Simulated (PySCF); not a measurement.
Species: CH5OSi (doublet state).
SMILES with atom numbers: `[CH2:1][O:2][SiH3:3]` (hydrogens: H4, H5 on C1; H6, H7, H8 on Si3)

Cartesian coordinates in Å at the GFN2-xTB level; atoms count from 1:
```xyz
8
CH5OSi angstrom
C      1.4886   -0.3443    0.2799
O      0.1805   -0.4546    0.4914
Si    -1.1507    0.2329   -0.1497
H      2.1289   -0.9527    0.8870
H      1.8726    0.3254   -0.4648
H     -1.1168    1.6887    0.0242
H     -1.2355   -0.0444   -1.5872
H     -2.1584   -0.4416    0.6501
```

Computed, not measured: PySCF, UKS B3LYP, pcH-1 on C H O Si, non-relativistic, mean-field spin-orbit, GIAO. Geometry: GFN2-xTB, one conformer, isolated molecule. The geometry wasn't refined by DFT: couplings that depend on bond lengths, twists or pyramidal angles can differ widely from those at the functional's own minimum. No stability test was run, so a lower SCF solution isn't excluded.

Task: Break the g tensor into its mass correction, gauge correction and orbital-Zeeman/spin–orbit terms.

Result: 
```
                    Δg (ppm)     1     2     3
relativistic mass correction  -176  -176  -176
            gauge correction    -3    40    38
   orbital Zeeman/spin–orbit   -24  1217  1879
                       total  -203  1080  1741
```

So g = 2.00212, 2.00340, 2.00406 and g_iso = 2.00319; the tensor is rhombic: the two nearest values differ by 34 % of g3 − g1. 

Task: What are the electron Larmor frequencies g μB B/h along the three axes at 330 mT?

Result: 9.2473, 9.2532, 9.2563 GHz for g1, g2 and g3, a range of 9.0 MHz.

Task: How much does each term add to the isotropic shift?

Result: The orbital-Zeeman/spin–orbit term 1024, the mass correction -176 and the gauge correction 25 ppm, for a total of 873 ppm. The orbital-Zeeman/spin–orbit term is the largest in size. The mass correction is the same along every axis, so the anisotropy comes from the other two: their spans along these axes are 42 (gauge) and 1903 ppm (orbital Zeeman/spin–orbit).

Task: In a frozen sample, at which fields do the three g values resonate at 9.5, 34, 94 and 263 GHz (hyperfine left aside), and which band first spreads them over more than twice a line width of 1.0 mT?

Result: 
```tsv
band	GHz	B(g3) mT	B(g2) mT	B(g1) mT	spread mT
X	9.5	338.69	338.80	339.02	0.33
Q	34.0	1212.15	1212.55	1213.33	1.18
W	94.0	3351.24	3352.35	3354.49	3.25
J	263.0	9376.34	9379.43	9385.45	9.10
```

The spread grows in proportion to the frequency. W band is the first where it exceeds 2.0 mT.

The Mulliken spin populations are largest on C1 (+0.97) and O2 (+0.10). No atom but C1 exceeds +0.15. The angles at C1 add up to 360.0°, so it is planar; its axial dipolar tensor and the negative couplings of its protons fit spin in a p orbital normal to that plane.

The HOMO–LUMO gaps are 4.89 eV among the α and 7.65 eV among the β orbitals.

The run took 15 s wall (grids of density and orbitals included) on an Arm Neoverse N1 with one thread, shared host with 64 logical CPUs at a one-minute load of 15, and the process peaked at 0.44 GiB of memory.
